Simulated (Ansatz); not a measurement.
# H2P2: the cost of one run

Program: Ansatz 0.2.0, Gaussian basis. Level of theory: def2-QZVPP, all electrons in the functionals. These are calculated values, not measurements.

To be run: PBE, BLYP, r2SCAN, B97M-V, PBE0, B3LYP, at charge 0, triplet; charge 0, singlet; charge 0, quintet; charge 1, doublet; charge 1, quartet.

5 further runs of the same task are left out: 1 that didn't finish, 4 set aside as unsound or not needed.

### Step 1. The geometry

The geometry is a PBE0/def2-TZVP stationary point (not a proven minimum).

4 atoms, charge 0, spin multiplicity 3.

Atoms are counted from 1 here; the program's logs count them from 0.

Bond lengths: P1–P2 2.159 Å, P1–H3 1.428 Å, P2–H4 1.428 Å. Angles: P2–P1–H3 95.2°, P1–P2–H4 95.2°.

Coordinates:

```
P    -0.03135   -0.07355    1.07704
P    -0.03135    0.07355   -1.07704
H     0.96336    0.93109    1.27616
H     0.96338   -0.93108   -1.27616
```

No dispersion term is added; B97M-V holds VV10 nonlocal correlation. B3LYP takes the VWN-RPA correlation.

The geometry shown and the zero of energy belong to the point charge 0, triplet. The yardstick, UCCSD(T), and other wave-function levels (R restricted, U unrestricted, valence and pair active spaces) come from earlier runs.

### Step 2. PBE, charge 0, triplet

in.yaml

```yaml
crystal:
  periodic: [false, false, false]
  atoms:
    - {symbol: P, position_ang: [-0.031349, -0.073548, 1.077042]}
    - {symbol: P, position_ang: [-0.031350, 0.073548, -1.077042]}
    - {symbol: H, position_ang: [0.963360, 0.931093, 1.276164]}
    - {symbol: H, position_ang: [0.963376, -0.931077, -1.276164]}
basis:
  gaussian: {orbitals: "def2-QZVPP.json"}
magnetization: {spin_polarized: true, initial_magnetization: 2}
hamiltonian: {xc: {name: PBE}}
output: {orbitals: {seedname: orbitals}}
```

Started as:

```sh
$ ansatz run in.yaml --threads 1 --pin off --events-out ev --progress --plain --max-ram 2393MiB
```

**Question.** How long does this run take on 1 thread of Arm Neoverse V2, shared host?

About 5.5 s.
